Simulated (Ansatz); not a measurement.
# CH4OSi: single points off equilibrium

An exercise on one series of results from a longer session: the logs are not shown, and one member is left open.

Method: single points in def2-TZVPP; program: Ansatz 0.2.0, Gaussian basis.

Cores are frozen in the correlated methods. B3LYP uses VWN-RPA correlation.

## The system as given

SMILES `C1O[SiH2]1`, 7 atoms, charge 0, spin multiplicity 1.

Atoms are counted from 1 here; the program's logs count them from 0.

Bond lengths: C1–O2 1.440 Å, C1–Si3 1.835 Å, C1–H4 1.078 Å, C1–H5 1.139 Å, O2–Si3 1.632 Å, Si3–H6 1.552 Å, Si3–H7 1.357 Å. Angles: O2–C1–Si3 58.3°, O2–C1–H4 116.2°, O2–C1–H5 117.9°, Si3–C1–H4 127.1°, Si3–C1–H5 120.7°, H4–C1–H5 107.8°, C1–O2–Si3 73.1°, C1–Si3–O2 48.6°, C1–Si3–H6 113.1°, C1–Si3–H7 120.6°, O2–Si3–H6 110.7°, O2–Si3–H7 120.7°, H6–Si3–H7 121.8°.

Geometry (Å):

```xyz
7
charge 0, multiplicity 1
C    -0.5598   -0.2638   -0.6745
O    -0.0489   -1.1074    0.3744
Si    0.6229    0.3662    0.5793
H    -1.6283   -0.1195   -0.6922
H    -0.2190   -0.4735   -1.7406
H    -0.0690    1.1292    1.7406
H     1.9219    0.5860    0.2537
```

The first run:

Contents of run/in.yaml:

```yaml
crystal:
  periodic: [false, false, false]
  atoms:
    - {symbol: C, position_ang: [-0.559800, -0.263800, -0.674500]}
    - {symbol: O, position_ang: [-0.048900, -1.107400, 0.374400]}
    - {symbol: Si, position_ang: [0.622900, 0.366200, 0.579300]}
    - {symbol: H, position_ang: [-1.628300, -0.119500, -0.692200]}
    - {symbol: H, position_ang: [-0.219000, -0.473500, -1.740600]}
    - {symbol: H, position_ang: [-0.069000, 1.129200, 1.740600]}
    - {symbol: H, position_ang: [1.921900, 0.586000, 0.253700]}
basis:
  gaussian: {orbitals: def2-TZVPP}
correlation: {method: ccsd_t}
output: {forces: true}
```

No record of the launch command was kept for these runs.

Steps of the session up to this table: CCSD(T)/def2-TZVPP; PBE0-D4/def2-TZVPP; wB97M-V/def2-TZVPP; r2SCAN-D4/def2-TZVPP; PBE-D4/def2-TZVPP; B3LYP-D4/def2-TZVPP; HSE06-D4/def2-TZVPP.

One of the session's tables, all rows but one given; the rest of the session is left out.

| method | RMS force component (eV/Å) | angle to CCSD(T) forces (°) | dipole (D) |
| --- | --- | --- | --- |
| CCSD(T) | 1.403 | reference | 1.82 |
| PBE0-D4 | ? | ? | ? |
| wB97M-V | 1.361 | 5.1 | 1.87 |
| r2SCAN-D4 | 1.375 | 4.5 | 1.66 |
| PBE-D4 | 1.385 | 8.0 | 1.57 |
| B3LYP-D4 | 1.360 | 2.8 | 1.82 |
| HSE06-D4 | 1.357 | 8.7 | 1.76 |

Estimate the missing values for PBE0-D4.

**Answer.** RMS force component (eV/Å): 1.358; angle to CCSD(T) forces (°): 8.8; dipole (D): 1.77. In the column «RMS force component (eV/Å)» it lies between HSE06-D4 (1.357) and B3LYP-D4 (1.360).
